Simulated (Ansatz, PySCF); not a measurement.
Gas-phase reaction in SMILES: CO (CH4O) [methanol] + H+ → C[OH2+]
Structures are relaxed separately at B3LYP-D3(BJ)/def2-TZVP in Ansatz (a program for electronic structure).

Quantity: proton affinity (electronic energy difference), positive where the reaction releases energy, in kcal/mol. Valence correlation only, unless marked. Spin-orbit coupling is left out. Non-relativistic. CBS(X,Y): correlation extrapolated as X^-3; Hartree-Fock from the larger set. The bracket is a focal-point correction in the basis named.

```json
[
 {"level": "HF/STO-3G", "program": "Ansatz", "proton affinity (kcal/mol)": "239.0"},
 {"level": "HF/cc-pVDZ", "program": "Ansatz", "proton affinity (kcal/mol)": "193.8"},
 {"level": "TPSS/def2-TZVPD", "program": "PySCF", "proton affinity (kcal/mol)": "187.9"},
 {"level": "BHLYP-D3(BJ)/def2-TZVPD", "program": "Ansatz + dftd3", "proton affinity (kcal/mol)": "188.2"}
]
```

Task: What does RI-MP2/CBS(cc-pVTZ,cc-pVQZ)+[CCSD(T)-MP2]/cc-pVTZ (Ansatz) give?

Result: 187.3 kcal/mol, so BHLYP-D3(BJ)/def2-TZVPD differs from it by 0.9 kcal/mol.
